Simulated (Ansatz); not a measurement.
C3H2S, triplet: CASSCF and its corrections

Computed with Ansatz's Gaussian-basis code (development build); CASPT2, NEVPT3 by development code. Basis cc-pVTZ on C/H, cc-pV(T+d)Z on S, nonrelativistic, 8 orbitals frozen in the corrections. State-specific CASSCF; RHF is the lowest restricted (open-shell) Hartree–Fock solution met. Letters tell apart solutions met in one space. Solutions may break the symmetry of the shape. Lower solutions, or ones in other orbitals, may exist.

Geometry:

```xyz
6

C     0.0000    0.0000   -0.1952
C     0.0000    0.6696   -1.4557
C     0.0000   -0.6696   -1.4557
S     0.0000    0.0000    1.4196
H     0.0000    1.5825   -2.0369
H     0.0000   -1.5825   -2.0369
```

CASSCF less RHF, in eV, and natural occupations:

| CAS | CASSCF | occupations |
| --- | --- | --- |
| (6,5) a | -0.741 | 2.00, 1.93, 1.00, 0.99, 0.09 |
| (6,5) b | -0.709 | 2.00, 1.93, 1.00, 0.99, 0.09 |

Task: What totals less RHF do the corrections give on each solution?

Result: 

```csv
CAS,SC-NEVPT2,FIC-NEVPT2,NEVPT3,CASPT2 (IPEA 0),CASPT2 (IPEA 0.25)
"(6,5) a",-16.467,-16.500,-17.231,-16.889,-16.499
"(6,5) b",-16.455,-16.489,-17.200,-16.898,-16.504
```

Task: In CAS(6,5), is the solution lowest in CASSCF also lowest after SC-NEVPT2?

Result: Yes: (6,5) a stays lowest, 0.01 eV under the next.

Task: Roughly how much CPU time does a whole run from the default start take (median of such runs, summed over threads; nearly all runs on one pinned thread of a shared server, mostly Xeon at 2.3 to 2.6 GHz, by a development driver)?

Result: CAS(6,5) a: about 78 s. Other jobs ran beside these, and the count of passes differs.
